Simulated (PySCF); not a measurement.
Species: C3H4NS (charge -1).
SMILES: `C[C@@H]([S-])C#N`

The closed-shell ground state was solved at several levels (PySCF, density fitting, gas phase, non-relativistic). Isolated species at its PBE0-D3(BJ)/def2-SVP geometry, gas phase. The geometry's basis has no diffuse functions, a weakness for an anion. No diffuse functions stand in pcSseg-1 and pcSseg-2, which bears on an anion's orbital energies.

| level | basis functions | HOMO (eV) | LUMO (eV) | gap (eV) |
| --- | --- | --- | --- | --- |
| PBE0/pcSseg-1 | 112 | -0.28 | 5.07 | 5.35 |
| CAM-B3LYP/pcSseg-2 | 243 | -1.89 | 4.75 | 6.64 |

Task: What might wB97X-D/def2-SVPD (139 basis functions) give for the same quantities?

Result: HOMO -2.55 eV, LUMO 5.73 eV, gap 8.28 eV.

Task: Over all these levels, which gives the widest orbital gap and which the narrowest?

Result: wB97X-D/def2-SVPD (range-separated hybrid) has the widest, 8.28 eV, and PBE0/pcSseg-1 (global hybrid, 25 % exact exchange) the narrowest, 5.35 eV. Functional and basis both differ between the two, so the spread mixes both effects.
